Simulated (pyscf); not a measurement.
Homolytic dissociation enthalpies at 298 K of Ge–N, N–Si, N–Sn bonds in 8 gas-phase molecules, in eV. Optimised with ωB97X-D3(BJ)/def2-SVP in PySCF. Both columns use the same structures and thermal terms. Rows were drawn at random from the closed-shell molecules with such a bond whose radicals are computed, keep their shape and have no isomer in the data more than 5 kcal/mol lower.

```json
[
 {"row": "1", "molecule": "H₂N–Si(F)(SiH₃)–SiH₃", "radicals": "NH₂• + F–Si•(SiH₃)–SiH₃", "PBE/def2-TZVP": "4.32", "ωB97M-D3(BJ)/def2-TZVP": "?"},
 {"row": "2", "molecule": "H₂N–Sn(Cl)(Cl)–Cl", "radicals": "NH₂• + Cl–Sn•(Cl)–Cl", "PBE/def2-TZVP": "2.83", "ωB97M-D3(BJ)/def2-TZVP": "3.04"},
 {"row": "3", "molecule": "H₃C–N(SiH₂–OH)–Si(NH₂)(NH₂)–NH₂", "radicals": "H₃C–N•–Si(NH₂)(NH₂)–NH₂ + HO–SiH₂•", "PBE/def2-TZVP": "4.28", "ωB97M-D3(BJ)/def2-TZVP": "4.76"},
 {"row": "4", "molecule": "H₂N–SiH(I)–I", "radicals": "NH₂• + I–SiH•–I", "PBE/def2-TZVP": "4.18", "ωB97M-D3(BJ)/def2-TZVP": "4.49"},
 {"row": "5", "molecule": "H₂N–SiH(Br)–Br", "radicals": "NH₂• + Br–SiH•–Br", "PBE/def2-TZVP": "4.35", "ωB97M-D3(BJ)/def2-TZVP": "4.67"},
 {"row": "6", "molecule": "H₂N–SnH(OH)–OH", "radicals": "NH₂• + HO–SnH•–OH", "PBE/def2-TZVP": "3.06", "ωB97M-D3(BJ)/def2-TZVP": "3.25"},
 {"row": "7", "molecule": "H₂N–Ge(F)(F)–F", "radicals": "NH₂• + F–Ge•(F)–F", "PBE/def2-TZVP": "3.76", "ωB97M-D3(BJ)/def2-TZVP": "3.98"},
 {"row": "8", "molecule": "H₂N–Sn(OH)(OH)–OH", "radicals": "NH₂• + HO–Sn•(OH)–OH", "PBE/def2-TZVP": "2.92", "ωB97M-D3(BJ)/def2-TZVP": "3.16"}
]
```

Question: Fit a line that carries the PBE values to the last column and predict row 1.

Answer: In the 7 complete rows the last column lies 0.19 to 0.48 eV from PBE (mean 0.28, median 0.24). Least squares gives y = -0.12 + 1.11·x with residuals of 0.06 eV (root mean square). For row 1: -0.12 + 1.11 × 4.32 = 4.68 eV. The computed value is 4.58 eV, 0.10 under the line. Elements up to Kr have no core potential and no relativistic terms here. Elements past Kr carry the def2 core potentials, without spin-orbit coupling.
